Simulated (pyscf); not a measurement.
Structures and frequencies: ωB97X-D3(BJ)/def2-SVP in PySCF.

### Question
Estimate the classical barrier height and the reaction energy of [HN=SiH]• (SMILES N=[SiH]) + H₂ (SMILES [H][H]) → H₂N–SiH: (SMILES N[SiH]) [singlet] + H• (SMILES [H]) at ωB97M-D3(BJ)/def2-TZVP. The step runs on the doublet surface, breaks H–H and forms H–N; take the separated reactants as zero.

### Answer
ΔE‡ = 0.76 eV, ΔE = +0.19 eV. Zero-point energy shifts the barrier by +0.03 eV. It is a hydrogen abstraction, with an imaginary mode of 1805i cm⁻¹. One saddle was located; it need not be the lowest between these sides. The angle at the transferred H is 174°.
